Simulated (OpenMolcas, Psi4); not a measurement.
## Exact exchange and the dipole moment of C2H3FO

The species is C2H3FO (7 atoms), meant as a singlet with charge 0. As SMILES, `CC(=O)F`. Geometry: relaxed at PBE0-D4/def2-TZVP.

The dipole moment y, in D, basis aug-cc-pVDZ; a is the functional's share of exact exchange. Programs: OpenMolcas 26.06, Psi4 1.11.

| functional | program | a | y (D) |
| --- | --- | --- | --- |
| BLYP | OpenMolcas | 0 | 2.89 |
| PBE | OpenMolcas | 0 | 2.87 |
| TPSSh | Psi4 | 0.1 | ? |
| B3LYP | OpenMolcas | 0.2 | 2.99 |
| PBE0 | OpenMolcas | 0.25 | 2.99 |
| BHLYP | OpenMolcas | 0.5 | 3.13 |

Fit y = c + s·a to the known rows and predict TPSSh.


1. Means of the 5 rows: a = 0.1900, y = 2.974.
2. Σ(Δa)² = 0.172, Σ(Δa·Δy) = 0.0852, so the slope is 0.0852/0.172 = 0.49535.
3. Intercept: 2.974 − (0.49535) × 0.1900 = 2.880. The largest residual of the fit is 0.014.
4. TPSSh: 2.880 + (0.49535) × 0.1 = 2.93 D.

The run gave 2.93 D, so the prediction is off by 0.00 D: they agree to the digits shown. More exact exchange makes the molecule more polar here. The measured value is 2.96 D (NIST CCCBDB); in this basis the line meets it at a = 0.16.
